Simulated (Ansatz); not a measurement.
Correlation energies of `CCCOCCC` by basis set

Z-matrix (Å, degrees):
```
C
C 1 1.519
H 1 1.094 2 111.2
H 1 1.094 2 111.3 3 119.8
H 1 1.092 2 111.4 3 -120.1
C 2 1.519 1 111.5 3 -59.6
H 2 1.095 1 110.4 3 61.0
H 2 1.094 1 109.6 3 178.4
O 6 1.405 2 114.3 1 175.4
H 6 1.102 2 109.8 1 -60.5
H 6 1.094 2 109.4 1 57.0
C 9 1.405 6 114.3 2 74.9
C 12 1.511 9 109.0 6 173.2
H 12 1.103 9 109.9 6 52.4
H 12 1.100 9 111.1 6 -65.9
C 13 1.518 12 112.1 9 179.6
H 13 1.094 12 108.5 9 57.5
H 13 1.094 12 108.6 9 -58.0
H 16 1.092 13 111.2 12 -179.9
H 16 1.094 13 111.4 12 60.1
H 16 1.094 13 111.4 12 -60.0
```

Charge 0, multiplicity 1. The geometry is a stationary point of PBE0-D4/def2-TZVP. It is one conformer, not always the lowest. Frozen core, restricted reference, Ansatz. CBS rows extrapolate triple and quadruple zeta; past MP2 they add the triple-zeta difference.

```tsv
basis	HF (Eh)	MP2 corr.
def2-SVP	-309.98761	-1.04781
def2-TZVPP	-310.33447	-1.29121
def2-QZVPP	-310.34929	-1.37598
```

**Question.** Estimate the CCSD correlation energy and the (T) correction in each basis where they were run (hartree).

**Answer.** 
```tsv
basis	CCSD corr.	(T)
def2-SVP	-1.13721	-0.03220
def2-TZVPP	-1.36283	-0.05225
CBS(def2)	-1.51039	as TZ
```
